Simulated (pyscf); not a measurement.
## Multi-bond step: germane (GeH₄) + water (H₂O) + hydrogen fluoride (HF) → HO–GeH₃ + hydrogen (H₂) + hydrogen fluoride (HF)

Gas phase, singlet surface, charge 0. Bonds broken: Ge1–H2, H6–O7, H9–F10. Bonds formed: Ge1–O7, H2–H9, H6–F10. Optimised with ωB97X-D3(BJ)/def2-SVP in PySCF.

Transition state (Å):

```xyz
10

Ge    -0.2044    -0.0984    -0.6320
H      0.7354     0.7981     0.7297
H      1.1993    -0.4186    -1.1581
H     -0.8125     1.2656    -0.9842
H     -1.1400    -1.1319    -1.3499
H     -0.7833    -0.2964     1.8569
O     -0.8046    -0.9992     1.0382
H     -1.6509    -1.4561     0.9386
H      0.2308     0.9300     1.5737
F     -0.4910     0.7959     2.4872
```

One imaginary mode, 1124i cm⁻¹; descent along it reached the two sides named, in the forms told below.

| bond | change | reactant side (Å) | saddle | product side |
|---|---|---|---|---|
| Ge1–H2 | breaks | 1.545 | 1.882 | 3.6 |
| H6–O7 | breaks | 0.969 | 1.079 | 1.643 |
| H9–F10 | breaks | 0.932 | 1.172 | 2.239 |
| Ge1–O7 | forms | 3.0 | 1.990 | 1.807 |
| H2–H9 | forms | 1.702 | 0.992 | 0.761 |
| H6–F10 | forms | 1.929 | 1.295 | 0.945 |

Electronic energies relative to the separated reactants (eV):

```csv
level,barrier,reaction energy,reverse barrier
ωB97X-D3(BJ)/def2-TZVP,1.31,-0.04,1.35
PBE/def2-TZVP,0.97,+0.02,0.95
r²SCAN/def2-TZVP,1.04,-0.05,1.09
B3LYP-D3(BJ)/def2-TZVP,1.20,-0.03,1.23
PBE0-D3(BJ)/def2-TZVP,1.16,+0.04,1.12
M06-2X/def2-TZVP,1.15,-0.23,1.38
ωB97M-D3(BJ)/def2-TZVP,1.35,+0.02,1.33
HF/def2-TZVP,2.36,+0.03,2.34
```

With ωB97M-D3(BJ)/def2-TZVP energies and thermal terms (ideal gas, 1 atm, RRHO with modes under 100 cm⁻¹ raised to 100, one conformer, R ln 2 for chiral ones without a mode under 150 cm⁻¹), in eV:

| T (K) | ΔH‡ | ΔG‡ | ΔH | ΔG |
|---|---|---|---|---|
| 298 | 1.32 | 2.14 | -0.10 | -0.08 |
| 600 | 1.32 | 2.97 | -0.05 | -0.09 |
| 900 | 1.37 | 3.79 | -0.01 | -0.11 |
| 1200 | 1.44 | 4.58 | +0.02 | -0.15 |

On the reactant side the descent ends in a complex, 0.32 eV under the separated species and 1.63 eV under the saddle at ωB97X-D3(BJ)/def2-TZVP. On the product side the descent ends in a bound adduct (not fully relaxed), 0.50 eV under the separated species and 1.85 eV under the saddle at ωB97X-D3(BJ)/def2-TZVP. This is the saddle that the search found; another between the same sides may lie lower. Elements up to Kr have no core potential and no relativistic terms here.
